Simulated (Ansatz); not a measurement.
The same path of BH3O + FH (7 atoms, charge 0, multiplicity 1) was run twice with different band settings. Lost on the way: F6–H7. Made: B1–F6, O2–H7.

The calculation used RKS CAM-B3LYP/cc-pVDZ in Ansatz 0.2.0.

Relaxed end points:

```xyz
7
Properties=species:S:1:pos:R:3
B -0.184 -0.391 -0.023
O -0.467 0.158 1.188
H -1.078 -0.353 1.733
H 0.573 0.224 -0.721
H -0.688 -1.440 -0.334
F 0.777 2.456 1.353
H 0.280 1.668 1.451
```

```xyz
7
Properties=species:S:1:pos:R:3
B -0.043 0.309 -0.079
O -0.075 -0.037 1.621
H -0.978 0.150 1.929
H 1.131 0.110 -0.316
H -0.882 -0.476 -0.470
F -0.429 1.639 -0.089
H 0.489 0.626 2.052
```

Common settings: movable images 5; climbing image yes; optimiser quadratic models (default); start path through a guess of the saddle point; force threshold 0.05 eV/Å; iteration limit 60; end points relaxed.

| run | spring |
| --- | --- |
| 1 | 5.0 eV/Å² |
| 2 | 2.0 to 10.0 eV/Å², energy-weighted |

(1) What does each run give, and how far can it be trusted?

Results:

(1) Run 1: converged after 14 iterations, highest image 0.478 eV above the first end. A vibrational analysis at the climbing image gives one clearly imaginary mode, 890i cm⁻¹: a first-order saddle point.
Run 2: converged after 11 iterations, highest image 0.478 eV above the first end. Another band between the same ends (5 images) ends at a top of the same energy, where a vibrational analysis finds 1 clearly imaginary mode.
The orbitals stay closed-shell, which can raise the energy where a bond breaks towards radicals; this wasn't checked here.
